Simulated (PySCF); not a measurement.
From one molecule to another.

First species: Lithium chloride, LiCl.
Geometry (PBE0-D3(BJ)/def2-SVP, Å), atoms numbered from 1 in this order:
```xyz
2
LiCl angstrom
Li     1.0259   -0.0834    0.0075
Cl    -0.9762   -0.0043   -0.0297
```

Second species: C6H12Ge.
SMILES: `[CH2]1C[C@H](C2CC2)[GeH2]1`

Levels: wB97X-D/def2-SVPD for dipole moment, HOMO energy, LUMO energy, HOMO–LUMO gap, static isotropic polarisability and electronic spatial extent ⟨r²⟩ about the centre of nuclear charge; TDDFT wB97X-D/def2-SVPD for lowest singlet excitation; TDA wB97X-D/def2-SVPD for lowest triplet excitation (Tamm–Dancoff); ΔSCF wB97X-D/def2-SVPD for vertical ionisation energy; PBE0-D3(BJ)/def2-SVP for smallest rotational constant. Geometries: PBE0-D3(BJ)/def2-SVP. Each structure is a single optimised conformer of the isolated species, non-relativistic unless stated. Electronic properties by PySCF.

The conformers computed, where there is a choice (atom-mapped SMILES and torsion angles):
- `[CH2:1]1[CH2:2][C@H:3]([CH:4]2[CH2:5][CH2:6]2)[GeH2:7]1`: C2–C3–C4–C5 -151°

| property | column X | column Y |
| --- | --- | --- |
| dipole moment | 7.16 D | 0.44 D |
| HOMO energy | -9.06 eV | -9.22 eV |
| LUMO energy | -0.25 eV | 1.92 eV |
| HOMO–LUMO gap | 8.81 eV | 11.14 eV |
| lowest singlet excitation | 5.11 eV | 6.90 eV |
| lowest triplet excitation (Tamm–Dancoff) | 5.10 eV | 6.27 eV |
| static isotropic polarisability | 25.2 au | 96.5 au |
| vertical ionisation energy | 10.17 eV | 9.29 eV |
| electronic spatial extent ⟨r²⟩ about the centre of nuclear charge | 63 bohr² | 1123 bohr² |
| smallest rotational constant | 21.533 GHz | 1.161 GHz |

Question: Which column belongs to which species?

Answer: Column X is the first species and column Y the second. The first has 2 atoms and 20 electrons, the second 19 and 80.

Question: How does each property change from the first species to the second?

Answer: dipole moment -6.72 D; HOMO energy -0.16 eV; LUMO energy +2.17 eV; HOMO–LUMO gap +2.33 eV; lowest singlet excitation +1.79 eV; lowest triplet excitation (Tamm–Dancoff) +1.17 eV; static isotropic polarisability +71.3 au; vertical ionisation energy -0.88 eV; electronic spatial extent ⟨r²⟩ about the centre of nuclear charge +1060 bohr²; smallest rotational constant -20.372 GHz.

On the first: The vertical singlet–triplet gap S1 − T1 is 0.01 eV (TDDFT singlet less Tamm–Dancoff triplet). The principal polarisabilities are 24.6, 24.6 and 26.3 au; their mean is the isotropic value.

On the second: The principal polarisabilities are 86.7, 100.2 and 102.6 au; their mean is the isotropic value. The vertical singlet–triplet gap S1 − T1 is 0.63 eV (TDDFT singlet less Tamm–Dancoff triplet; S1: HOMO→LUMO, weight 0.41, beside HOMO−1→LUMO, weight 0.34; T1: HOMO→LUMO, weight 0.71). The calculation is non-relativistic and has no spin–orbit coupling, an omission that weighs most on germanium.
